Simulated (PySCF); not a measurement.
**CH₃, SMILES `[CH3]` (charge 0, multiplicity 2)**

Level of theory: PySCF with TPSSh-D3(BJ)/def2-TZVP // BP86-D3(BJ)/def2-SVP.

| Quantity | Value |
|---|---|
| highest occupied spin orbital | -6.06 eV |
| dipole moment | 0.00 D |
| total energy | -39.8609 Ha |
| cost | roughly 30 core-seconds |

Bonds (Å): C1–H2 1.099, C1–H3 1.099, C1–H4 1.099. Angles (°): H2–C1–H3 120.0, H2–C1–H4 120.0, H3–C1–H4 120.0.
Charge 0, spin multiplicity 2.
